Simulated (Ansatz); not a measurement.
**AlH5OSi: small, medium and large basis sets**

The task here is to estimate one member of a computed series from the others.

Program: Ansatz 0.2.0, Gaussian basis. Level of theory: one geometry, several basis sets. These are calculated values, not measurements.

Plan: PBE0-D4/def2-SVP; ωB97M-V/def2-SVP; PBE0-D4/def2-QZVPP; ωB97M-V/def2-QZVPP; the functionals' def2-TZVPP values are taken from earlier runs.

1 further run of the same task is left out (it didn't finish).

## Structure used throughout

The geometry comes from an earlier relaxation with PBE0-D4 in a triple-zeta def2 set; it is a stationary point, not always the lowest conformer.

SMILES `[OH][AlH][SiH3]`, 8 atoms, charge 0, spin multiplicity 1.

Atoms are counted from 1 here; the program's logs count them from 0.

Bond lengths: O1–Al2 1.698 Å, O1–H4 0.956 Å, Al2–Si3 2.447 Å, Al2–H5 1.590 Å, Si3–H6 1.492 Å, Si3–H7 1.492 Å, Si3–H8 1.488 Å. Angles: Al2–O1–H4 123.1°, O1–Al2–Si3 116.2°, O1–Al2–H5 118.9°, Si3–Al2–H5 124.9°, Al2–Si3–H6 110.7°, Al2–Si3–H7 110.4°, Al2–Si3–H8 112.9°, H6–Si3–H7 106.7°, H6–Si3–H8 108.0°, H7–Si3–H8 107.9°.

Set-up of the first run:

Input file in.yaml:

```yaml
crystal:
  periodic: [false, false, false]
  atoms:
    - {symbol: O, position_ang: [-1.887980, 0.419995, -0.999354]}
    - {symbol: Al, position_ang: [-0.315737, 0.833493, -0.507868]}
    - {symbol: Si, position_ang: [0.904551, -0.871771, 0.753460]}
    - {symbol: H, position_ang: [-2.450097, 1.008683, -1.501409]}
    - {symbol: H, position_ang: [0.257689, 2.266032, -0.892680]}
    - {symbol: H, position_ang: [1.429347, -0.308526, 2.031286]}
    - {symbol: H, position_ang: [2.086747, -1.347605, -0.022760]}
    - {symbol: H, position_ang: [0.067681, -2.057498, 1.083525]}
basis:
  gaussian: {orbitals: def2-SVP}
hamiltonian: {xc: pbe0, dispersion: d4}
output: {orbitals: {seedname: orbitals}}
```

On the command line:

```console
$ ansatz run in.yaml --threads 2 --pin off --events-out ev --progress --plain --max-ram 4352MiB
```

Among the steps run: PBE0-D4 in def2-SVP; ωB97M-V in def2-SVP; PBE0-D4 in def2-QZVPP; ωB97M-V in def2-QZVPP.

One of the session's tables, all rows but one given; the rest of the session is left out.

It belongs to the step «Density functionals: the series». 

```
functional       basis  HOMO (eV)
   PBE0-D4    def2-SVP      -7.58
   PBE0-D4  def2-TZVPP          ?
   PBE0-D4  def2-QZVPP      -7.62
   ωB97M-V    def2-SVP      -9.56
   ωB97M-V  def2-TZVPP      -9.62
   ωB97M-V  def2-QZVPP      -9.64
```

Q: Estimate the row for PBE0-D4, def2-TZVPP from the others.

As computed: HOMO (eV): -7.61. In the column «HOMO (eV)» it lies between PBE0-D4, def2-QZVPP (-7.62) and PBE0-D4, def2-SVP (-7.58).
